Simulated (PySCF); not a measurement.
Gas-phase reaction: C₄H₆ (butadiene) + 2 H₂ ⇌ C₄H₁₀ (n-butane)

Energies from PySCF (xtb for GFN2), thermal terms from the rigid-rotor harmonic-oscillator model, ideal gas at 1 bar. Table values come from the NASA 1993 polynomials. † marks an energy on the PBE0/def2-TZVP geometry and frequencies; other levels use their own. All species are closed-shell singlets.

Levels: a) HF/def2-TZVP†; b) PBE0/def2-TZVP; c) ωB97M-V/def2-TZVP†; d) GFN2-xTB; e) LDA/def2-TZVP†.

Problem. Order the levels by the distance of their ΔH°(298 K) from the table for this reaction, closest first.

Solution. a (+1 kJ), c (-15 kJ), b (-29 kJ), e (-64 kJ), d (-84 kJ)

The table gives -236 kJ. The order holds for this reaction alone, and for the 1993 entries, some of which have been revised since.
